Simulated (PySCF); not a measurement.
Run record: excited-state job, `N(=O)/C=C/Cl`.

Method: TDDFT PBE0/def2-SVPD, vertical, gas phase, core orbitals frozen in the response (PySCF 2.14.0, density-fitted response routines). Geometry: GFN2-xTB. The input is one job of a driver script: a line of settings, then coordinates in Å.

Input:
```
{"job": {"kind": "uv", "xc": "PBE0", "basis": "def2-SVPD", "nstates": 8, "ntriplets": 3}, "charge": 0, "multiplicity": 1}
O     -2.037007    -0.655740    -0.121340
N     -1.484686     0.388993     0.184788
C     -0.161772     0.607758    -0.075870
C      0.739891    -0.397322    -0.037816
Cl     2.412631    -0.161630     0.058395
H      0.124481     1.648701    -0.070693
H      0.409795    -1.425854     0.035458
```

Output:
```
coarse grid: 7184 points
cycle   1  E = -666.6274422952  dE =  8.265e-01  |g| = 6.684e-01  |ddm| = 3.984e+00
cycle   2  E = -666.0641365387  dE =  5.633e-01  |g| = 1.732e+00  |ddm| = 2.215e+00
cycle   3  E = -666.7230362875  dE = -6.589e-01  |g| = 1.208e-01  |ddm| = 1.719e+00
cycle   4  E = -666.7243496073  dE = -1.313e-03  |g| = 9.903e-02  |ddm| = 3.063e-01
cycle   5  E = -666.7267522090  dE = -2.403e-03  |g| = 2.116e-02  |ddm| = 1.975e-01
cycle   6  E = -666.7268114645  dE = -5.926e-05  |g| = 1.272e-02  |ddm| = 4.156e-02
cycle   7  E = -666.7268559292  dE = -4.446e-05  |g| = 3.129e-03  |ddm| = 2.023e-02
cycle   8  E = -666.7268595221  dE = -3.593e-06  |g| = 7.902e-04  |ddm| = 8.028e-03
final grid: 67112 points
cycle   9  E = -666.8043943559  dE =  3.396e-06  |g| = 1.133e-02  |ddm| = 4.849e-02
cycle  10  E = -666.8042700335  dE =  1.243e-04  |g| = 2.738e-02  |ddm| = 3.238e-02
cycle  11  E = -666.8044204024  dE = -1.504e-04  |g| = 7.831e-04  |ddm| = 2.239e-02
cycle  12  E = -666.8044205473  dE = -1.449e-07  |g| = 2.148e-04  |ddm| = 1.635e-03
cycle  13  E = -666.8044205580  dE = -1.071e-08  |g| = 1.203e-04  |ddm| = 5.277e-04
cycle  14  E = -666.8044205633  dE = -5.316e-09  |g| = 3.982e-05  |ddm| = 2.814e-04
cycle  15  E = -666.8044205644  dE = -1.045e-09  |g| = 1.818e-05  |ddm| = 1.383e-04
cycle  16  E = -666.8044205648  dE = -4.246e-10  |g| = 8.662e-06  |ddm| = 1.154e-04
converged SCF energy = -666.8044205648

Static polarisability (au): isotropic 56.301, principal 33.686 45.353 89.864

Singlet excitations
state   eV       nm        f      main configurations
  1   1.2221   1014.5   0.00174   H->L 0.96
  2   4.4204    280.5   0.13920   H-1->L 0.76, H->L+1 0.19
  3   4.9950    248.2   0.09137   H->L+1 0.56, H-2->L 0.24, H-1->L 0.09
  4   5.3483    231.8   0.09048   H-2->L 0.73, H->L+1 0.15
  5   6.1205    202.6   0.01713   H->L+2 0.85
  6   6.4597    191.9   0.03616   H-4->L 0.65, H-3->L 0.21
  7   6.7095    184.8   0.05968   H->L+3 0.88
  8   6.8516    181.0   0.01094   H->L+4 0.94

Triplet excitations (Tamm-Dancoff, eV): 0.3416 2.5788 4.3760
```

The SCF starts on a coarse grid where the log names one; the energy can jump when the final grid takes over, and dE then counts from the start density on the new grid. H and L stand for HOMO and LUMO; the number after each pair is its weight.

How does the lowest singlet excitation compare with the HOMO–LUMO gap?

HOMO -6.77 eV and LUMO -3.36 eV give a gap of 3.41 eV; S1 at 1.22 eV lies 2.19 eV below it.

In short: HOMO -6.77 eV, LUMO -3.36 eV; lowest singlet 1.22 eV; lowest triplet 0.34 eV (Tamm–Dancoff); mean polarisability 56.3 au.

How long does this job take on an x86-64 server with one thread, no GPU, shared host?

About 8.6 s.

One conformer stands for the species.
Labels such as C1 count atoms from 1, the log's own numbers from 0.
